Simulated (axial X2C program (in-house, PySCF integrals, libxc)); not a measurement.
BN⁺ at several levels of theory

Calculated with an in-house relativistic program for diatomic molecules. Spin-free means the one-electron spin-free X2C Hamiltonian; two-component (2c) means X2C with spin–orbit coupling and atomic mean-field two-electron Coulomb and Gaunt terms, so the difference of the two also holds small scalar two-electron terms. Basis: N dyall-av3z [7s7p3d2f], B dyall-v3z [7s6p2d1f] (cores contracted in-house); Gaussian nuclei, density fitting, unrestricted open shells. Masses: N 14.003 u, B 11.009 u.

State, spin-free: M_S = 3/2, Λ = 0 (beyond evenly filled blocks: σα, π+α, π-α); electrons by block: σα: 5, σβ: 4, π+α: 1, π-α: 1. Fragments: N + B+.

State, 2c: Ω = 3/2 (⟨Sz⟩ = 1.50, ⟨Lz⟩ = 0.00 at HF); electrons by block: 1/2: 5, -1/2: 5, 3/2: 1. Fragments: N + B+.

```tsv
Hamiltonian	level	Re (Å)	ωe (cm⁻¹)	ωexe (cm⁻¹)	Be (cm⁻¹)	αe (cm⁻¹)	De (eV)	D0 (eV)	k (mdyn/Å)	μ (D)
spin-free	PBE0	1.435	1167.9	18.5	1.328	0.0218	2.22	2.15	4.95	2.83
spin-free	BLYP	1.461	1074.7	15.8	1.282	0.0217	2.37	2.31	4.19	2.61
2c	HF	1.412	1221.1	32.3	1.371	0.0267	0.842	0.767	5.42	3.42
2c	MP2	1.432	1200.1	n/a	1.333	0.0185	1.48	1.41	5.23	n/a
2c	CCSD	1.453	1040.8	35.1	1.296	0.0327	1.10	1.03	3.93	n/a
2c	CCSD(T)	1.463	1013.9	28.8	1.278	0.0305	1.24	1.18	3.73	n/a
```

Spin-free values that have a 2c row agree with it to the digits that matter (0.001 Å, 0.01 eV) and are not repeated.

Correlated methods: 7 electrons correlated (number of frozen shells: N 1 s; B 1 s), 177 virtual spin orbitals or spinors in MP2, 81 natural virtuals in coupled cluster.

Dipoles are positive if B is the positive end and refer to the centre of mass.

Occupations by symmetry block were frozen at the best pattern of an incomplete PBE0 search. Dissociation energies refer to the lowest single-determinant-based atoms at the same level and basis. CCSD and (T) use frozen natural virtuals with an MP2 correction for the truncation; (T) itself is uncorrected, so its De runs slightly low. PBE0 can misorder states that lie within some tenths of an eV, so this need not be the ground state of the molecule. The nearest other spin-free determinant of the search, M_S = 1/2, Λ = 0, lies 0.32 eV up at the distance of the search. With several unpaired electrons one determinant need not be a pure state. At some level and bond length an empty orbital lies below a filled one. This is the top spin component of a Σ state; components of lower Ω are not single determinants and can lie lower.

No reliable constants came from BLYP (2c), PBE0 (2c): no minimum in range, unconverged points, a curve that is not smooth, a change of character along it, or the two Hamiltonians disagreeing along it.

Rough cost a point (2c) on 1 thread(s) of a shared host, integrals apart: HF 0.07 s, CCSD(T) 1.9 s.

The whole task took 44 s on 1 thread of Intel(R) Xeon(R) Processor @ 2.30GHz, with other jobs on the host.
